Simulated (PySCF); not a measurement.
Geometries of 2 isomers of C5H6O, from PBE0-D3(BJ)/def2-SVP geometry optimisation, gas phase in PySCF. One conformer each, no zero-point energy, no frequencies.

Task: Which isomer lies lower at this level?
A.
```xyz
12
angstrom
C      0.550   -1.134    0.088
C      1.465   -0.219    0.417
O      1.245    1.123    0.442
C     -0.006    1.535    0.099
C     -1.006    0.723   -0.250
C     -0.854   -0.770   -0.301
H      0.851   -2.183    0.103
H      2.491   -0.457    0.701
H     -0.091    2.622    0.145
H     -1.966    1.177   -0.502
H     -1.093   -1.155   -1.311
H     -1.587   -1.262    0.369
```
B.
```xyz
12
angstrom
C      1.752   -0.251   -0.908
C      0.821   -0.673   -0.041
C     -0.447   -0.021    0.293
C     -1.299   -0.544    1.194
C     -0.844    1.261   -0.365
O     -1.860    1.858   -0.116
H      1.660    0.670   -1.487
H      2.661   -0.835   -1.068
H      1.004   -1.612    0.496
H     -2.235   -0.026    1.418
H     -1.079   -1.481    1.713
H     -0.135    1.656   -1.131
```

Result: A. That is 4H-pyran, `C1=COC=CC1`, 11.3 kcal/mol below the other.

| SMILES | atoms numbered as above | E (Eh) | relative (kcal/mol) | relative (kJ/mol) | dipole (D) |
| --- | --- | --- | --- | --- | --- |
| C1=COC=CC1 | [CH:1]1=[CH:2][O:3][CH:4]=[CH:5][CH2:6]1 | -268.81941 | 0.0 | 0.0 | 0.79 |
| C=CC(=C)C=O | [CH2:1]=[CH:2][C:3](=[CH2:4])[CH:5]=[O:6] | -268.80140 | 11.3 | 47.3 | 2.54 |

As drawn, the higher has a C=O bond, which the lower lacks.
